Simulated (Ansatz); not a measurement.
**NH3S (triplet): from Hartree-Fock to the top rungs at distance N1–H4 along a hydrogen transfer = 1.548 Å, cc-pVDZ**

The task here is to estimate one member of a computed series from the others.

Method: cc-pVDZ, core rule «outside noble gas», up to 6 orbitals frozen; program: Ansatz 0.2.0, Gaussian basis.

The runs, in order: UHF; CCSD(T) on ROHF; CCSD(T) on UHF; BCCD(T) on ROHF; CISD; CCSDT(Q) on ROHF; CCSDT(Q) on UHF; CASSCF and MRCISD+Q, 4 electrons in 4 orbitals; CASSCF and NEVPT2, 4 electrons in 4 orbitals; CASSCF and NEVPT2, 14 electrons in 11 orbitals.

9 further runs of the same task are left out: 1 for a mislabelled method, 8 that didn't finish.

## The system

The geometry derives from fragments relaxed apart (PBE0/def2-TZVP) and kept rigid, so it is no stationary point. A hydrogen atom is moved between rigid fragments.

5 atoms, charge 0, spin multiplicity 3.

Atoms are counted from 1 here; the program's logs count them from 0.

Bond lengths: N1–H2 1.012 Å, N1–H3 1.012 Å, H4–S5 1.469 Å. Angles: H2–N1–H3 107.1°.

Set-up of the first run:

Contents of in.yaml:

```yaml
crystal:
  periodic: [false, false, false]
  atoms:
    - {symbol: N, position_ang: [-1.990021, -0.011611, -0.018071]}
    - {symbol: H, position_ang: [-2.287301, 0.956222, -0.018071]}
    - {symbol: H, position_ang: [-2.287300, -0.413910, 0.862188]}
    - {symbol: H, position_ang: [-0.442021, -0.011611, -0.018072]}
    - {symbol: S, position_ang: [1.026979, -0.011610, -0.018072]}
basis:
  gaussian: {orbitals: cc-pVDZ}
magnetization: {spin_polarized: true, initial_magnetization: 2}
hamiltonian: {xc: hf}
output: {orbitals: {seedname: orbitals}}
```

Command:

```sh
> ansatz run in.yaml --threads 1 --pin off --events-out ev --progress --plain --max-ram 2393MiB
```

Steps of the session up to this table: UHF; CCSD(T) on ROHF; CCSD(T) on UHF; BCCD(T) on ROHF; CISD; CCSDT(Q) on ROHF; CCSDT(Q) on UHF; CASSCF and MRCISD+Q, 4 electrons in 4 orbitals; CASSCF and NEVPT2, 4 electrons in 4 orbitals; CASSCF and NEVPT2, 14 electrons in 11 orbitals.

One table of the session follows, with a row left open; its other results are not shown here.

It belongs to the step «Misses and costs». 

```
        method  from UCCSDT(Q) (meV)
          ROHF               +8819.9
           UHF               +8553.9
          RMP2               +1280.6
          UMP2                     ?
          CISD                +978.5
         RCCSD                +224.9
         UCCSD                +218.0
      RCCSD(T)                 +41.6
      UCCSD(T)                 +40.7
       BCCD(T)                 +39.4
        RCCSDT                 +15.1
        UCCSDT                 +14.1
     RCCSDT(Q)                  +0.9
     UCCSDT(Q)                     0
CASSCF valence               +6774.2
NEVPT2 valence               +1394.0
```

**Question.** Estimate the row for UMP2.

The run gave: from UCCSDT(Q) (meV): +1286.3. In the column «from UCCSDT(Q) (meV)» it lies between RMP2 (+1280.6) and NEVPT2 valence (+1394.0).

Left out of the table: CASSCF pair, NEVPT2 pair, MRCISD pair, MRCISD+Q pair (the active space lost an orbital or holds another state than full CI finds).

Limits of these values: Restricted and unrestricted rows rest on different reference determinants; where their highest levels disagree by more than a few hundredths of an eV, they describe different states and don't form one ladder. Warnings in the runs' records: passed over end.
